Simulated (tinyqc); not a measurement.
Worked calculation: MP2 on RHF in the sto-6g basis, frozen core, for CH3+, spin multiplicity 1. One step of it, computed by the program tinyqc.

Problem. Second-order Moller-Plesset energy. E2 = sum_ijab (ia|jb) [2 (ia|jb) - (ib|ja)] / (e_i + e_j - e_a - e_b) over occupied i, j and virtual a, b; the opposite-spin part is (ia|jb)^2 / denominator, the rest is same-spin, and SCS-MP2 scales them by 6/5 and 1/3.

orbital energies (hartree): MO1 -11.740467, MO2 -1.269634, MO3 -0.951392, MO4 -0.951186, MO5 -0.238668, MO6 0.199976, MO7 0.288204, MO8 0.288706

Two-electron integrals over orbitals (pq|rs), unique and non-zero (hartree); the lowest 1 orbital is frozen and left out:
```
(22|22) 0.524522    (32|32) 0.120405    (33|22) 0.508120    (33|33) 0.545660
(42|22) -0.000027   (42|33) -0.043884   (42|42) 0.120354    (43|32) -0.043887
(43|43) 0.041119    (44|22) 0.508079    (44|33) 0.463360    (44|42) 0.043910
(44|44) 0.545652    (52|22) -0.000578   (52|33) 0.000136    (52|42) 2.41e-07
(52|44) 0.000137    (52|52) 0.100700    (53|32) -0.000314   (53|43) 0.000615
(53|53) 0.024441    (54|22) 6.69e-07    (54|33) 0.000615    (54|42) -0.000313
(54|44) -0.000615   (54|52) 2.26e-06    (54|54) 0.024439    (55|22) 0.557430
(55|33) 0.513648    (55|42) -0.000009   (55|44) 0.513630    (55|52) 0.006334
(55|54) 1.04e-06    (55|55) 0.673206    (62|22) 0.083043    (62|33) 0.058366
(62|42) 0.000024    (62|44) 0.058372    (62|52) -0.001025   (62|54) 9.01e-07
(62|55) 0.133548    (62|62) 0.073179    (63|32) -0.025622   (63|43) 0.031463
(63|53) 0.000821    (63|63) 0.056577    (64|22) 0.000092    (64|33) 0.031540
(64|42) -0.025620   (64|44) -0.031421   (64|52) 1.62e-06    (64|54) 0.000822
(64|55) 0.000112    (64|62) 0.000074    (64|64) 0.056629    (65|22) -0.003647
(65|33) -0.001882   (65|42) 2.08e-06    (65|44) -0.001880   (65|52) 0.070605
(65|54) 0.000016    (65|55) -0.001605   (65|62) -0.004199   (65|64) -2.07e-06
(65|65) 0.055206    (66|22) 0.464486    (66|33) 0.463951    (66|42) 0.000125
(66|44) 0.464044    (66|52) -0.004514   (66|54) -1.24e-06   (66|55) 0.475222
(66|62) 0.033385    (66|64) -0.000015   (66|65) -0.004376   (66|66) 0.460102
(72|22) -0.000045   (72|33) 0.019691    (72|42) 0.017678    (72|44) -0.019751
(72|52) 1.62e-07    (72|54) 0.001403    (72|55) -0.000083   (72|62) -0.000029
(72|64) 0.043188    (72|65) 3.15e-06    (72|66) -0.000014   (72|72) 0.048409
(73|32) 0.047593    (73|43) -0.014158   (73|53) -0.000625   (73|63) -0.027901
(73|73) 0.036581    (74|22) 0.089698    (74|33) 0.083101    (74|42) -0.047562
(74|44) 0.054818    (74|52) 0.002675    (74|54) 0.000624    (74|55) 0.127475
(74|62) 0.075342    (74|64) 0.027940    (74|65) -0.001511   (74|66) 0.031938
(74|72) 0.005707    (74|74) 0.119909    (75|22) 1.40e-06    (75|33) -0.001252
(75|42) 0.003155    (75|44) 0.001255    (75|52) -0.000048   (75|54) 0.018313
(75|55) 4.06e-07    (75|62) 3.30e-06    (75|64) -0.001291   (75|65) -0.000024
(75|66) 0.000006    (75|72) 0.000412    (75|74) -0.001404   (75|75) 0.018252
(76|22) -0.000016   (76|33) -0.050379   (76|42) 0.107898    (76|44) 0.050429
(76|52) 3.67e-06    (76|54) -0.001221   (76|55) 1.65e-06    (76|62) 0.000023
(76|64) -0.050777   (76|65) 3.99e-06    (76|66) 0.000145    (76|72) -0.008939
(76|74) -0.056639   (76|75) 0.002965    (76|76) 0.126469    (77|22) 0.494145
(77|33) 0.457709    (77|42) 0.031730    (77|44) 0.528379    (77|52) 0.000570
(77|54) -0.000991   (77|55) 0.501914    (77|62) 0.052597    (77|64) -0.041936
(77|65) -0.001100   (77|66) 0.471845    (77|72) -0.029673   (77|74) 0.042909
(77|75) 0.001029    (77|76) 0.050754    (77|77) 0.541454    (82|32) 0.017657
(82|43) 0.019715    (82|53) 0.001404    (82|63) 0.043181    (82|73) -0.005813
(82|82) 0.048408    (83|22) 0.089686    (83|33) 0.054833    (83|42) 0.047545
(83|44) 0.083135    (83|52) 0.002676    (83|54) -0.000624   (83|55) 0.127481
(83|62) 0.075349    (83|64) -0.027825   (83|65) -0.001509   (83|66) 0.032074
(83|72) -0.005833   (83|74) 0.050311    (83|75) 0.001405    (83|76) 0.056668
(83|77) 0.077740    (83|83) 0.119914    (84|32) 0.047563    (84|43) -0.014130
(84|53) -0.000624   (84|63) -0.027858   (84|73) 0.033095    (84|82) -0.005782
(84|84) 0.036533    (85|32) 0.003157    (85|43) -0.001253   (85|53) 0.018315
(85|63) -0.001290   (85|73) 0.001406    (85|82) 0.000412    (85|84) 0.001405
(85|85) 0.018256    (86|32) 0.107901    (86|43) -0.050336   (86|53) -0.001220
(86|63) -0.050700   (86|73) 0.056684    (86|82) -0.008917   (86|84) 0.056639
(86|85) 0.002965    (86|86) 0.126374    (87|32) -0.031937   (87|43) 0.035414
(87|53) 0.000993    (87|63) 0.042058    (87|73) -0.017536   (87|82) 0.029655
(87|84) -0.017501   (87|85) -0.001034   (87|86) -0.050909   (87|87) 0.042724
(88|22) 0.494209    (88|33) 0.528476    (88|42) -0.031853   (88|44) 0.457661
(88|52) 0.000570    (88|54) 0.000993    (88|55) 0.501974    (88|62) 0.052633
(88|64) 0.042098    (88|65) -0.001101   (88|66) 0.471766    (88|72) 0.029626
(88|74) 0.077800    (88|75) -0.001031   (88|76) -0.050868   (88|77) 0.456316
(88|83) 0.042880    (88|88) 0.541639
```

Hartree-Fock energy = -39.15617368 hartree

Give: Terms; Pair energies; MP2 correlation energy; SCS-MP2 correlation energy; MP2 total energy.

Solution.

Terms (the 40 largest of 74):
```
i  j  a  b  (ia|jb)  (ib|ja)  denominator       term
4  4  7  7   0.1199   0.1199      -2.4788    -0.0058
3  3  8  8   0.1199   0.1199      -2.4802    -0.0058
2  2  5  5   0.1007   0.1007      -2.0619    -0.0049
3  2  8  6   0.0753   0.0432      -2.7097    -0.0030
2  3  6  8   0.0753   0.0432      -2.7097    -0.0030
4  2  7  6   0.0753   0.0432      -2.7090    -0.0030
2  4  6  7   0.0753   0.0432      -2.7090    -0.0030
2  2  6  6   0.0732   0.0732      -2.9392    -0.0018
4  4  6  6   0.0566   0.0566      -2.3023    -0.0014
3  3  6  6   0.0566   0.0566      -2.3027    -0.0014
4  3  7  8   0.0503   0.0331      -2.4795    -0.0014
3  4  8  7   0.0503   0.0331      -2.4795    -0.0014
2  2  7  7   0.0484   0.0484      -3.1157    -0.0008
2  2  8  8   0.0484   0.0484      -3.1167    -0.0008
3  3  7  7   0.0366   0.0366      -2.4792    -0.0005
4  4  8  8   0.0365   0.0365      -2.4798    -0.0005
4  4  5  5   0.0244   0.0244      -1.4250  -4.19e-04
3  3  5  5   0.0244   0.0244      -1.4254  -4.19e-04
4  4  6  7   0.0279   0.0279      -2.3906  -3.27e-04
4  4  7  6   0.0279   0.0279      -2.3906  -3.27e-04
3  3  6  7  -0.0279  -0.0279      -2.3910  -3.26e-04
3  3  7  6  -0.0279  -0.0279      -2.3910  -3.26e-04
4  3  8  6  -0.0279  -0.0278      -2.3913  -3.25e-04
3  4  6  8  -0.0279  -0.0278      -2.3913  -3.25e-04
3  4  8  6  -0.0278  -0.0279      -2.3913  -3.23e-04
4  3  6  8  -0.0278  -0.0279      -2.3913  -3.23e-04
4  3  8  7   0.0331   0.0503      -2.4795  -2.12e-04
3  4  7  8   0.0331   0.0503      -2.4795  -2.12e-04
2  4  7  6   0.0432   0.0753      -2.7090  -1.76e-04
4  2  6  7   0.0432   0.0753      -2.7090  -1.76e-04
2  3  8  6   0.0432   0.0753      -2.7097  -1.75e-04
3  2  6  8   0.0432   0.0753      -2.7097  -1.75e-04
3  2  8  7  -0.0058  -0.0058      -2.7979  -1.22e-05
2  3  7  8  -0.0058  -0.0058      -2.7979  -1.22e-05
2  3  8  7  -0.0058  -0.0058      -2.7979  -1.20e-05
3  2  7  8  -0.0058  -0.0058      -2.7979  -1.20e-05
4  2  8  8  -0.0058  -0.0058      -2.7982  -1.19e-05
2  4  8  8  -0.0058  -0.0058      -2.7982  -1.19e-05
2  4  7  7   0.0057   0.0057      -2.7972  -1.16e-05
4  2  7  7   0.0057   0.0057      -2.7972  -1.16e-05
```

Pair energies (hartree; pair i-j sums ij and ji):
```
pair  opposite spin  same spin
2-2         -0.0082          0
3-2         -0.0056    -0.0008
3-3         -0.0088          0
4-2         -0.0056    -0.0008
4-3         -0.0042  -2.39e-04
4-4         -0.0088          0
```

MP2 correlation energy = -0.043086 hartree

SCS-MP2 correlation energy = -0.050170 hartree

MP2 total energy = -39.199260 hartree
